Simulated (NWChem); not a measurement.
Ionisation of P (+1)

```
P
```
Charge +1, spin multiplicity 3.

Program: NWChem.

Basis set: def2-TZVP. −ε marks an orbital energy of the parent.

B3LYP has NWChem's definition, with VWN1-RPA local correlation. No SCF solution was tested for a lower state.

Question: One of these methods gave a first vertical ionisation energy of 15.94 eV. Which?
(A) −ε(alpha HOMO) of PBE
(B) −ε(alpha HOMO) of TPSS
(C) −ε(alpha HOMO) of B3LYP
(D) −ε(alpha HOMO) of PBE0

Answer: C, −ε(alpha HOMO) of B3LYP. The others give 15.19 (−ε(alpha HOMO) of TPSS), 16.34 (−ε(alpha HOMO) of PBE0), 14.99 (−ε(alpha HOMO) of PBE).
